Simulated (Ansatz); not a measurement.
HB–BH, singlet: vertical spin and charge gaps

Geometry (PBE0/def2-TZVP stationary point for this spin, not checked as a minimum):

```xyz
4

B     0.0000    0.0000    0.7625
B     0.0000    0.0000   -0.7625
H     0.0000    0.0000    1.9383
H     0.0000    0.0000   -1.9383
```

Basis 6-31G; Ansatz 0.2.0. Correlated methods freeze the noble-gas cores. R marks a restricted (for open shells ROHF) determinant. Active spaces: valence = (8e, 10o) chosen from the atoms' valence shells.

Gaps are energies of the second state less the first, at fixed atoms, for a selection of the levels run; each method lands on the state that its own search finds for that charge and spin.

The determinant of the HB–BH singlet fills πx and πy unequally, so it is a mixture of Σ and Δ, which weighs on every level built on one determinant.

Triplet less singlet: -0.773 eV at full CI (singlet B1g, triplet B1g, in D2h).

By full CI's occupations no single determinant describes the singlet well.

```csv
level,gap (eV),error (meV)
RHF,-1.286,-513
RMP2,-1.036,-263
CISD,-0.978,-205
RCCSD,-0.907,-134
RCCSD(T),-0.878,-105
BCCD(T),-0.878,-105
RCCSDT*,-0.798,-25
CISDTQ,-0.807,-34
RCCSDT(Q)*,-0.767,6
RCCSDTQ*,-0.774,-1
CASSCF (valence space),-0.753,20
NEVPT2 (valence space),-0.770,3
MRCISD (valence space),-0.771,2
MRCISD+Q (valence space),-0.771,2
```

An asterisk marks runs whose energy the program itself flagged as in doubt.

Removing an electron, to the doublet: 7.919 eV at full CI (singlet B1g, doublet ion B2u, in D2h).

By full CI's occupations no single determinant describes the singlet well.

```
                   level  gap (eV)  error (meV)
                    RMP2     7.598         -321
                    CISD     7.646         -273
                   RCCSD     7.756         -163
                RCCSD(T)     7.808         -111
                 BCCD(T)     7.807         -112
                  CISDTQ     7.882          -37
              RCCSDT(Q)*     7.924            5
  NEVPT2 (valence space)     7.830          -89
  MRCISD (valence space)     7.909          -10
MRCISD+Q (valence space)     7.917           -2
```

Full CI is exact within this basis and frozen core; it isn't the basis-set limit.
